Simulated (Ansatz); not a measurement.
Energy needed to pull apart C2H4Si, singlet, into free ground-state atoms, from the structure below (displaced at random from a GFN2-xTB minimum); no zero-point or spin–orbit terms; open-shell atoms are treated unrestricted, in their ground-state multiplicity.

```
7
angstrom
C -0.7274 0.6976 -0.2791
C -0.0641 -0.6075 -0.2856
Si 1.2809 -1.2369 0.5138
H -1.6318 0.6338 -0.9682
H -0.0639 1.4801 -0.6524
H -1.0843 1.0632 0.7030
H 2.3265 -2.0848 0.9965
```

Ansatz 0.2.0; basis: def2-TZVPP; cores frozen in the correlated methods.

| method | atomization energy (kcal/mol) |
| --- | --- |
| PBE-D4 | 576.5 |
| BLYP-D4 | 563.9 |
| r2SCAN-D4 | ? |
| PBE0-D4 | 559.6 |
| BHLYP-D4 | 534.7 |
| wB97M-V | 556.1 |
| HF | ? |
| MP2 | 557.5 |
| CCSD | 533.2 |
| CCSD(T) | 548.1 |

What does r2SCAN-D4 give? (Judge from chemistry; the value comes from the calculation.)

By the calculation: 562.1 kcal/mol, which is about 14.0 kcal/mol more than CCSD(T)/def2-TZVPP.

What does HF give? (To be estimated.)

By the calculation: 377.8 kcal/mol, which is about 170.3 kcal/mol less than CCSD(T)/def2-TZVPP.

In triple zeta the MP2 and coupled-cluster atomization energies are still short of their basis limit by a few kcal/mol a bond, whereas those of the functionals are nearly converged, so these differences are not deviations from converged CCSD(T).

The T1 diagnostic stays at or below 0.022. The restricted Hartree–Fock reference is unstable towards an unrestricted one here.

For scale, one of the runs: CCSD(T)/def2-TZVPP forces, 160 basis functions (an equivalent command: `ansatz run in.yaml --threads 4`). The run took 50 s on 4 CPU threads (shared host), with 2.2 GiB of host memory at its peak.
